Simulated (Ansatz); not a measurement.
CCSD(T) forces

CH$_{4}$AlF, singlet, at a displaced guess of a reacting structure.

Al1  (-0.393, -0.637, -0.252)
F2  (-1.447, -2.270, -1.011)
H3  (-0.272, -2.271, -1.387)
C4  (0.397, 1.040, 0.544)
H5  (0.969, 0.826, 1.464)
H6  (1.122, 1.504, -0.125)
H7  (-0.349, 1.847, 0.804)
(Å)

Program: Ansatz 0.2.0. Basis: def2-TZVPP. Cores are frozen in the correlated methods.

CCSD(T) forces from the calculation:
| atom | Fx | Fy | Fz (eV/Å) |
| --- | --- | --- | --- |
| Al1 | 1.179 | -0.609 | -0.736 |
| F2 | 0.880 | 0.095 | -0.277 |
| H3 | -1.365 | 0.679 | 0.922 |
| C4 | -1.086 | 0.745 | 0.743 |
| H5 | -0.262 | -0.138 | -0.068 |
| H6 | 0.024 | -0.099 | -0.433 |
| H7 | 0.629 | -0.673 | -0.151 |

Problem. Which atom feels the largest CCSD(T) force, and how large is it?

Solution. H3, 1.78 eV/Å, along (-0.77, 0.38, 0.52).

Root-mean-square difference of the force components from those of CCSD(T): PBE0-D4 0.084; wB97M-V 0.087; r2SCAN-D4 0.197; PBE-D4 0.222; revPBE-D4 0.260; B97M-V 0.194 eV/Å.

T1 diagnostic: at most 0.019. The restricted Hartree–Fock reference is unstable towards an unrestricted one here. These are differences at one structure, and CCSD(T) in triple zeta is itself an approximation.

For scale, one of the runs: CCSD(T)/def2-TZVPP forces, 160 basis functions (an equivalent command: `ansatz run in.yaml --threads 4`). Time: 36 s of wall clock on 4 CPU threads; the host was shared. Peak host memory: 2.2 GiB.
